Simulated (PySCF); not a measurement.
## Energy profile

The step: BH₂F ([BH2][F]) + H₂O → BH₃O ([BH2][OH]) + HF; bonds formed: F2–H5; dative contacts that become bonds: B1–O6; bonds broken: B1–F2, H5–O6 (atoms numbered as in the saddle structure below).

```tsv
atom	x (Å)	y (Å)	z (Å)
B1	0.1686	-0.0500	-0.5762
F2	-0.6137	-1.2781	0.2339
H3	1.1511	-0.5437	-1.0371
H4	-0.6428	0.4971	-1.2648
H5	-0.2689	-0.5326	0.9638
O6	0.3824	0.5688	0.7716
H7	-0.1766	1.3385	0.9087
```

Electronic energies by CCSD(T) at an estimated basis limit (MP2 extrapolated from triple and quadruple zeta, plus CCSD(T) − MP2 in triple zeta), on PBE0-D4/def2-TZVP structures; BH₄OF, singlet; no counterpoise correction. Computed with PySCF 2.14 with density fitting (its default auxiliary sets; JK sets also for MP2 and CCSD(T)) (basis: def2-TZVPP and def2-QZVPP); correlated methods freeze the cores. Extrapolation: Hartree–Fock as exp(−7.88 √X), correlation as X^−2.97.

(1) Give the profile in kJ/mol, counted from the separated reactants. (Judge from chemistry; the value comes from the calculation.)

T1 diagnostic: at most 0.014.

Answers

(1) Computed:
```json
{"point": "separated: BH₂F (linked as [BH2][F]; B1, F2, H3, H4; singlet) + H₂O (H5, O6, H7; singlet)", "kJ/mol": "0.0"}
{"point": "start structure", "kJ/mol": "-38.0"}
{"point": "saddle", "kJ/mol": "54.5"}
{"point": "end structure", "kJ/mol": "-30.6"}
{"point": "separated: BH₃O (linked as [BH2][OH]; B1, H3, H4, O6, H7; singlet) + HF (F2, H5; singlet)", "kJ/mol": "-0.3"}
```

The step is the kind of ligand exchange by which a precursor binds to a hydroxyl group, or is hydrolysed, in atomic layer deposition of oxides.

For scale, one of the runs: CCSD(T)/def2-TZVPP, 149 basis functions, launched by `OMP_NUM_THREADS=4 python run.py`. The run took 2.6 min on 4 CPU threads of an Intel Xeon (shared host), with 1.1 GiB of host memory at its peak.
